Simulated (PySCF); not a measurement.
# C2H3Cl: calculation against experiment

**Experimental background.**

NIST CCCBDB Release 22 (SRD 101), experimental polarizabilities lists, for the gas: mean polarisability 6.41 Å³.

The runs below try to reproduce these values; the comparison stands at the end.

C2H3Cl.
Atom-mapped SMILES: `[CH2:1]=[CH:2][Cl:3]` (hydrogens: H4, H5 on C1; H6 on C2)

Structure used (PBE0-D3(BJ)/def2-SVP), in Å, numbered top down from 1:
```
atom  x, y, z in Å
C1    -0.5242   -0.0558   -0.4129
C2     0.5797    0.0409    0.3208
Cl3    1.5304   -1.3177    0.7995
H4    -1.0743    0.8498   -0.6784
H5    -0.9031   -1.0186   -0.7627
H6     0.9791    0.9918    0.6828
```

The PySCF runs (gas phase, on this PBE0-D3(BJ)/def2-SVP geometry; no spin–orbit coupling):

```tsv
level	job	basis functions	wall time
CAM-B3LYP/def2-SVPD	6 singlets by full TDDFT, polarisability, dynamic polarisability	91	4.5 s
```

Hardware: one thread, Arm Neoverse V1, no GPU, shared host.

## Comparison

**Mean polarisability.** Measured: 6.41 Å³ (NIST CCCBDB Release 22 (SRD 101), experimental polarizabilities).

| level | computed (Å³) | computed − measured (Å³) | % (from the printed values) |
| --- | --- | --- | --- |
| CAM-B3LYP/def2-SVPD | 5.97 | -0.44 | -7 |

The computed values are static and purely electronic, with core orbitals frozen in the response (1 au = 0.148185 Å³). The table of measured values doesn't say here whether a value is static or optical, or holds a vibrational part.

The geometry is computed, not the measured one. Where a level misses, the cause wasn't examined.
